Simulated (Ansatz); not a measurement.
Computed with Ansatz on PBE0-D4/def2-TZVP structures; ΔE is electronic, products minus reactants. CBS: MP2 limit from def2 TZ/QZ plus the TZ coupled-cluster correction, frozen cores. This one scheme is used for every species. DFT in def2-TZVPP.

Consider the substitution at a C–C bond: `CC1=NCS1` + H–F → fluoromethane + `C1=NCS1`.

| species | B2PLYP energy (Eh) |
| --- | --- |
| `CC1=NCS1` | -570.03704 |
| H–F | -100.43758 |
| `CF` | -139.70948 |
| `C1=NCS1` | -530.73473 |

(1) Work out ΔE.

Largest T1 diagnostic among the species: 0.014.

Answers

(1) ΔE = (-139.70948) + (-530.73473) − (-570.03704) − (-100.43758) = 0.03041 Eh = +79.8 kJ/mol. CCSD(T)/CBS gives +91.2 kJ/mol.

Leaving LDA and LC-ωPBE aside and taking each functional with its dispersion term where it has one, the values, not all of them listed here, spread over 15.7 kJ/mol, from BLYP-D4 to PBE-QIDH. LDA lies +13.3 kJ/mol from PBE without D4. The D4 term adds +7.9 kJ/mol with B3LYP and +4.4 kJ/mol with PBE0; it sums over pairs of atoms, weighted by their polarisabilities, and B3LYP, whose exchange is more repulsive, gets the larger term. From r2SCAN to r2SCAN0 (25 % exact exchange), in def2-TZVPP and without D4, ΔE moves by +3.8 kJ/mol.

B3LYP here is the variant with VWN-RPA as its local correlation; programs differ in this.
